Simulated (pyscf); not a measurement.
•H₂C–CH=CH₂ → H₂C=C•–CH₃, a hydrogen shift (doublet surface; C–H broken, C–H formed). Single points on ωB97X-D3(BJ)/def2-SVP structures (PySCF, gas phase). Correlated levels are frozen-core, on RHF or UHF. ΔMP2 is the change of the MP2 total energy from the triple- to the quadruple-zeta basis. Energies in eV from the reactant's lowest minimum found.

Small-basis levels: PySCF, no dispersion term, spherical d functions. AM1 to PM7: differences of heats of formation from MOPAC. Open shells are spin-unrestricted. 

```csv
level,barrier,reaction energy
HF/6-31G*,___,+0.93
MP2/6-31G*,___,+0.84
PBE/6-31G*,3.26,+0.84
B3LYP/STO-3G,4.49,+0.84
B3LYP/LANL2DZ,3.75,+0.92
PBE/def2-SVP,3.14,+0.85
AM1,3.67,+0.89
PM3,3.41,+0.69
PM7,3.65,+0.68
CCSD(T)/def2-TZVPP + ΔMP2(QZVPP),___,+0.87
```

**Question.** Fill in the missing entries.

**Answer.** 
- HF/6-31G*, barrier: 4.14
- MP2/6-31G*, barrier: 3.66
- CCSD(T)/def2-TZVPP + ΔMP2(QZVPP), barrier: 3.44

Against the last row the barrier runs from -0.30 (PBE/def2-SVP) to +1.05 eV (B3LYP/STO-3G). CCSD(T)/def2-TZVPP + ΔMP2(QZVPP) has limits of its own. From the product side, H₂C=C=CH₂ + H• lies, by one bond made or cut, 0.68 eV under this saddle at ωB97M-D3(BJ). The same reactants have a lower exit, to cyclic C₃H₅ (SMILES [CH]1CC1) [doublet] (barrier +2.32 eV at ωB97M-D3(BJ), against +3.35 eV here). This is the saddle that the search found; another between the same sides may lie lower. The CCSD(T) − MP2 part came from Ansatz, without density fitting, on the same reference. A UHF reference is spin-contaminated (<S²> up to 0.96), which harms MP2 most.
